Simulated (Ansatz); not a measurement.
Input file:

```yaml
crystal:
  periodic: [false, false, false]
  atoms:
    - {symbol: N, position_ang: [0.000000, 0.000000, -1.338000]}
    - {symbol: N, position_ang: [0.000000, 0.000000, -0.201300]}
    - {symbol: Si, position_ang: [0.000000, 0.000000, 1.539300]}
basis:
  gaussian: {orbitals: cc-pVDZ}
magnetization: {spin_polarized: false, initial_magnetization: 4}
correlation: {method: bccd_t, electrons: outside_noble_gas}
```

```sh
$ ansatz run in.yaml --threads 1 --pin off --events-out ev --progress --plain --max-ram 2393MiB
```

Output:

```
461 factors; integrals over basis functions are off by at most 5.8e-4 eV
mean field evaluation 1: about -10815.8959 eV, gradient 1.9e1 eV
mean field evaluation 2: about -10816.0253 eV, gradient 1.9e1 eV
mean field evaluation 4: about -10819.3541 eV, gradient 5.1e0 eV
mean field evaluation 8: about -10820.1091 eV, gradient 6.6e-1 eV
mean field evaluation 16: about -10820.1123 eV, gradient 1.7e-6 eV
mean field evaluation 32: about -10809.7466 eV, gradient 3.6e1 eV
mean field evaluation 64: about -10817.5037 eV, gradient 6.0e-6 eV
mean field evaluation 96: about -10820.1104 eV, gradient 2.8e-1 eV
mean field evaluation 128: about -10812.0954 eV, gradient 2.0e1 eV
mean field evaluation 160: about -10817.4954 eV, gradient 3.8e-1 eV
...
cycle   1  -9.34312289 eV  change    1.7e-2 eV  update   1.1e-2
cycle   2  -9.34869904 eV  change   -5.6e-3 eV  update   5.0e-3
cycle   3  -9.34974390 eV  change   -1.0e-3 eV  update   3.0e-3
cycle   4  -9.34633815 eV  change    3.4e-3 eV  update   1.8e-3
cycle   5  -9.34786423 eV  change   -1.5e-3 eV  update   6.9e-4
cycle   6  -9.34815628 eV  change   -2.9e-4 eV  update   2.5e-4
cycle   7  -9.34806929 eV  change    8.7e-5 eV  update   1.2e-4
cycle   8  -9.34812097 eV  change   -5.2e-5 eV  update   5.9e-5
cycle   9  -9.34810847 eV  change    1.2e-5 eV  update   3.2e-5
cycle  10  -9.34809865 eV  change    9.8e-6 eV  update   1.3e-5
perturbative correction -0.37411924 eV, -0.0137486285 hartree
Total energy: -10829.83447825 eV, -397.9890763500 hartree
```

For the same geometry and basis UCCSDT(Q) lies 62.8 meV lower.

Ran on 1 thread of Intel Xeon 6975P-C, shared host: 4 s wall, 0.15 GiB peak host memory.
